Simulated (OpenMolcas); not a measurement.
**[SiH3]+ (SMILES [SiH3+]) at 6 levels**

We compute a comparison of 6 runs (HF/6-31G, M06-2X/6-31G, UB3LYP/6-31G, UPBE/6-31G, r2SCAN/6-31G, CISD/6-31G) of [SiH3]+. 

The results are computed with OpenMolcas 26.06.

3 further runs of the same task are left out: 3 set aside as unsound or not needed.

## (1) The system as given

[SiH3]+ has 4 atoms, charge +1, and is taken as a singlet. As SMILES, `[SiH3+]`. The Si1–H4 distance was set to 2.208 Å, away from the relaxed value. At this shape a bond of the SMILES string is far longer than usual.

Bond lengths: Si1–H2 1.472 Å, Si1–H3 1.472 Å. Angles: H2–Si1–H3 120.0°. A long bond or contact: Si1–H4 2.208 Å.

## (2) The energy at HF/6-31G (run 1)

File mol.input:

```
* H3Si Hartree-Fock

&GATEWAY
 BasLib = $CurrDir
 BasisSet
 Si.6-31G....
 Si1 0.284245 -0.395843 0.551540 angstrom
 End of Basis
 BasisSet
 H.6-31G....
 H2 0.971145 0.279557 1.664540 angstrom
 H3 0.165845 -1.863043 0.541640 angstrom
 H4 -0.568500 0.791700 -1.103100 angstrom
 End of Basis

&SEWARD

&SCF
 Charge = 1
 Thresholds = 1e-10 1e-07 1e-07 1e-05
 PrOrbitals = 1 1
```

The basis set 6-31G is read from a file made from the Basis Set Exchange's data (not shown).

Command:

```console
$ export MOLCAS_MEM=1860
$ pymolcas mol.input > mol.log
```

The log of the run:

```text
--- Start Module: gateway ---
[...]
--- Stop Module: gateway /rc=_RC_ALL_IS_WELL_ ---
--- Start Module: seward ---
[...]
      Basis functions           19
--- Stop Module: seward /rc=_RC_ALL_IS_WELL_ ---
--- Start Module: scf ---
[...]
       Convergence after  12 Iterations
[...]
::    Total SCF energy                               -290.2023952001
[...]
      Total spin, S                                     0.0000000000
[...]
      Total electronic charge=   16.000000
      Total            charge=    1.000000
[...]
      Dipole Moment (debye):
      Origin of the operator (angstrom)=    0.2750   -0.3830    0.5336
                   X= -1.4306E-01               Y=  1.9928E-01               Z= -2.7758E-01           Total=  3.7044E-01
      Center of Charge (angstrom)
[...]
--- Stop Module: scf /rc=_RC_ALL_IS_WELL_ ---
[...]
```

Run time: 1.6 s. Hardware: 1 thread of Arm Neoverse V1, shared host; peak memory 0.37 GiB.

## (3) A single-point energy at M06-2X/6-31G (run 2)

File mol.inp:

```
* H3Si Kohn-Sham DFT
>>> EXPORT MOLCAS_PRINT=2

&GATEWAY
 BasLib = $CurrDir
 BasisSet
 Si.6-31G....
 Si1 0.284245 -0.395843 0.551540 angstrom
 End of Basis
 BasisSet
 H.6-31G....
 H2 0.971145 0.279557 1.664540 angstrom
 H3 0.165845 -1.863043 0.541640 angstrom
 H4 -0.568500 0.791700 -1.103100 angstrom
 End of Basis

&SEWARD
 GridInput
 Grid=UltraFine
 End of Grid

&SCF
 Charge = 1
 KSDFT = M062X
 Thresholds = 1e-10 1e-07 1e-07 1e-05
 PrOrbitals = 1 1
```

The basis set 6-31G is read from a file made from the Basis Set Exchange's data (not shown).

Command:

```console
$ export MOLCAS_MEM=1860
$ pymolcas mol.inp > mol.log
```

The log of the run:

```text
--- Start Module: gateway ---
[...]
--- Stop Module: gateway /rc=_RC_ALL_IS_WELL_ ---
--- Start Module: seward ---
[...]
      Basis functions           19
--- Stop Module: seward /rc=_RC_ALL_IS_WELL_ ---
--- Start Module: scf ---
[...]
       Convergence after  13 Iterations
[...]
::    Total KS-DFT energy                            -290.7723847213
[...]
      Total spin, S                                     0.0000000000
[...]
      Total electronic charge=   16.000000
      Total            charge=    1.000000
[...]
      Dipole Moment (debye):
      Origin of the operator (angstrom)=    0.2750   -0.3830    0.5336
                   X= -1.5321E-01               Y=  2.1339E-01               Z= -2.9728E-01           Total=  3.9672E-01
      Center of Charge (angstrom)
[...]
--- Stop Module: scf /rc=_RC_ALL_IS_WELL_ ---
[...]
```

It took 5.1 s on 1 thread of Arm Neoverse V1, shared host; peak memory 0.37 GiB.

Runs 3 to 5 aren't shown in full; the table further down has their settings and results.

## (4) A single-point energy at CISD/6-31G (run 6)

mol.input: that of step 2 with these lines changed.

```diff
@@ -1,3 +1 @@
-* H3Si Hartree-Fock
-
 &GATEWAY
@@ -21 +19,14 @@
  PrOrbitals = 1 1
+
+&MOTRA
+ Frozen = 5
+
+&GUGA
+ Electrons = 6
+ Spin = 1
+ Inactive = 3
+ Active = 0
+ CIAll = 1
+
+&CPF
+ SDCI
```

The basis set 6-31G is read from a file made from the Basis Set Exchange's data (not shown).

Command:

```console
$ export MOLCAS_MEM=1860
$ pymolcas mol.input > mol.log
```

The log of the run:

```text
--- Start Module: gateway ---
[...]
--- Stop Module: gateway /rc=_RC_ALL_IS_WELL_ ---
[...]
      Basis functions           19
[...]
       Convergence after  12 Iterations
[...]
::    Total SCF energy                               -290.2023952001
[...]
      Total spin, S                                     0.0000000000
[...]
      *** WARNING: Default frozen orbitals is overwritten by user input.
      *** Default values:   2
[...]
--- Start Module: guga ---
[...]
--- Stop Module: guga /rc=_RC_ALL_IS_WELL_ ---
--- Start Module: cpf ---
[...]
      Active orbitals                            0       0
[...]
      Spin quantum number                      0.0
[...]
     FINAL CI ENERGY          -290.28457808
     FINAL CORRELATION ENERGY   -0.08218288  REFERENCE ENERGY    -290.20239520
[...]
     REL. CI ENERGY           -290.28457808
[...]
      Total electronic charge=   16.000000
      Total            charge=    1.000000
[...]
      Dipole Moment (debye):
      Origin of the operator (angstrom)=    0.2750   -0.3830    0.5336
                   X= -5.7000E-02               Y=  7.9415E-02               Z= -1.1060E-01           Total=  1.4761E-01
      Quadrupole Moment (debye*angstrom):
[...]
--- Stop Module: cpf /rc=_RC_ALL_IS_WELL_ ---
[...]
```

Run time: 1.8 s. Hardware: 1 thread of Arm Neoverse V1, shared host; peak memory 0.37 GiB.

## (5) All runs side by side

```tsv
run	level	integration grid	scramble	energy (Eh)	HOMO energy (eV)	LUMO energy (eV)	HOMO–LUMO gap (eV)	wall time
1	HF/6-31G	–	–	-290.202395	-17.75	-6.77	10.98	1.6 s
2	M06-2X/6-31G	UltraFine	–	-290.772385	-16.36	-9.32	7.04	5.1 s
3	UB3LYP/6-31G	UltraFine	0.25	-290.834692	-15.30	-10.53	4.77	7.8 s
4	UPBE/6-31G	UltraFine	0.25	-290.656847	-14.44	-11.29	3.16	6 s
5	r2SCAN/6-31G	UltraFine	–	-290.775326	-14.72	-11.01	3.71	5.7 s
6	CISD/6-31G	–	–	-290.284578	-17.75	-6.77	10.98	1.8 s
```

## (6) Summary of results

| quantity | value |
| --- | --- |
| run 6: total energy | -290.28458 Eh |
| run 6: HOMO energy (Hartree–Fock orbitals) | -17.75 eV |
| run 6: LUMO energy (Hartree–Fock orbitals) | -6.77 eV |
| run 6: HOMO–LUMO gap (Hartree–Fock orbitals) | 10.98 eV |
| run 6: correlation energy (5 core orbitals frozen) | -82.2 mEh |

Over runs 1, 2, 3, 4, 5 the HOMO–LUMO gap runs from 3.16 eV (UPBE/6-31G) to 10.98 eV (HF/6-31G). Totals of different functionals can't be ranked against each other. All runs together took 28 s, the longest 7.8 s.
